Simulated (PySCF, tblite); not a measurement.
# hydrogen fluoride and 5 × water

A gas-phase complex of hydrogen fluoride and 5 × water; neutral, singlet. The structure comes from a short search (6 tight-binding starts) and was relaxed by PBE0-D3(BJ)/def2-SVPD; another way of binding may lie lower. No frequency run checks that it is a minimum.

```tsv
part	name	SMILES	atoms	charge	multiplicity
1	hydrogen fluoride	F	1–2	0	1
2	water	O	3–5	0	1
3	water	O	6–8	0	1
4	water	O	9–11	0	1
5	water	O	12–14	0	1
6	water	O	15–17	0	1
```

```xyz
17

F     0.714   -0.168    0.532
H    -0.268   -0.477    0.599
O    -1.569   -0.865    0.523
H    -1.557   -1.838    0.341
H    -1.869   -0.465   -0.316
O    -1.229   -3.321   -0.430
H    -0.864   -4.104   -0.013
H    -0.533   -2.954   -1.025
O    -1.523    0.285   -1.998
H    -2.102    0.570   -2.708
H    -0.947    1.051   -1.756
O     0.299    1.953   -1.022
H     0.611    1.300   -0.364
H     0.183    2.781   -0.550
O     0.467   -1.803   -1.876
H     0.956   -1.334   -1.186
H    -0.176   -1.143   -2.185
```
(Å; atoms numbered from 1)

Contacts between parts, classed by geometry: H2···O3 1.360 Å (hydrogen bond, 173°); H4···O6 1.704 Å (hydrogen bond, 160°); H11···O12 1.705 Å (hydrogen bond, 160°); H8···O15 1.746 Å (hydrogen bond, 161°); H13···F1 1.723 Å (hydrogen bond, 160°); H5···O9 1.874 Å (hydrogen bond, 151°); H17···O9 1.972 Å (hydrogen bond, 156°); H16···F1 2.090 Å (hydrogen bond, 143°).

Deforming the relaxed parts to their shape here costs 8.1 kcal/mol, which the interaction energies leave out.

Interaction energies are complex less parts, with the parts frozen as they stand in it; counterpoise-corrected, in kcal/mol (PySCF).

Problem. Give the interaction energy at each level run.

Solution. 
```
                 level  interaction  superposition error removed
wB97M-D3(BJ)/def2-SVPD       -58.91                        -4.06
 PBE0-D3(BJ)/def2-SVPD       -62.91                        -4.34
```

Problem. What holds them together? Decompose the wB97M-D3(BJ)/def2-SVPD energy: frozen parts, their antisymmetrised product, then relaxation.

Solution. electrostatic -107.9, Pauli repulsion +126.7, orbital relaxation -74.6, dispersion correction -7.1 kcal/mol, which sum to the value before the counterpoise correction; the Pauli term holds the exchange-correlation of the frozen density too. Of the attraction, 57 % is electrostatic, 39 % is orbital relaxation, 4 % is dispersion correction.

The parts were also relaxed and run alone, at the levels used for the complex: shieldings by PBE0/pcSseg-1; core levels by delta-SCF with SCAN, pcX-2 on the ionised atom and pcseg-1 elsewhere, spin-free X2C.

Values alone: F1–H2 bond (Å): 0.920; shielding of H2 (ppm): 29.25; shielding of O3 (ppm): 335.3; shielding of H4 (ppm): 30.93; shielding of O6 (ppm): 335.3; F1 1s core level (eV): 694.12; O3 1s core level (eV): 539.76; O6 1s core level (eV): 539.76.

Problem. How do these values change when the complex forms?

Solution. 
| property | alone | in the complex | change |
| --- | --- | --- | --- |
| F1–H2 bond (Å) | 0.920 | 1.031 | +0.111 |
| shielding of H2 (ppm) | 29.25 | 16.66 | -12.59 |
| shielding of O3 (ppm) | 335.3 | 288.3 | -47.0 |
| shielding of H4 (ppm) | 30.93 | 23.74 | -7.19 |
| shielding of O6 (ppm) | 335.3 | 316.9 | -18.4 |
| F1 1s core level (eV) | 694.12 | 691.59 | -2.52 |
| O3 1s core level (eV) | 539.76 | 539.31 | -0.44 |
| O6 1s core level (eV) | 539.76 | 539.14 | -0.61 |

Density functionals tend to overstate the lengthening and the red shift of so strongly bound an X–H bond.
